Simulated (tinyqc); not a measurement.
Worked calculation: CIS on RHF in the sto-3g basis, frozen core, for H2O, spin multiplicity 1. One step of it, computed by the program tinyqc.

Problem. CIS triplet states. Diagonalise A (1 hartree = 27.211386 eV); each vector has its largest component positive (the first on a tie).

CIS matrix A, triplet (hartree), order 2>6, 2>7, 3>6, 3>7, 4>6, 4>7, 5>6, 5>7:
```
[[1.217852, -0.007940, 0.054634, -0.071702, -0.048764, -0.018533, 0.000000, 0.000000],
 [-0.007940, 1.336482, -0.071702, -0.063432, -0.018533, 0.007401, 0.000000, 0.000000],
 [0.054634, -0.071702, 0.583832, 0.009895, 0.032662, -0.038153, 0.000000, 0.000000],
 [-0.071702, -0.063432, 0.009895, 0.690343, -0.038153, -0.035139, 0.000000, 0.000000],
 [-0.048764, -0.018533, 0.032662, -0.038153, 0.468571, 0.018760, 0.000000, 0.000000],
 [-0.018533, 0.007401, -0.038153, -0.035139, 0.018760, 0.577633, 0.000000, 0.000000],
 [0.000000, 0.000000, 0.000000, 0.000000, 0.000000, 0.000000, 0.368783, 0.004664],
 [0.000000, 0.000000, 0.000000, 0.000000, 0.000000, 0.000000, 0.004664, 0.479446]]
```

Give: triplet excitation energies; lowest vectors.

Solution.

triplet excitation energies (eV): [10.0298, 12.0588, 13.0517, 14.8217, 16.4292, 19.0090, 33.5840, 36.7450]

lowest vectors, order 2>6, 2>7, 3>6, 3>7, 4>6, 4>7, 5>6, 5>7:
```
[[0.0000, 0.0903, 0.0000, 0.0232, -0.0966, 0.0853],
 [0.0000, 0.0086, 0.0000, 0.0690, 0.0627, 0.1023],
 [0.0000, -0.2995, 0.0000, 0.5454, 0.7647, 0.1127],
 [0.0000, 0.1600, 0.0000, 0.2539, -0.2513, 0.9066],
 [0.0000, 0.9225, 0.0000, 0.2603, 0.2064, -0.1880],
 [0.0000, -0.1599, 0.0000, 0.7517, -0.5442, -0.3350],
 [0.9991, 0.0000, 0.0420, 0.0000, 0.0000, 0.0000],
 [-0.0420, 0.0000, 0.9991, 0.0000, 0.0000, 0.0000]]
```
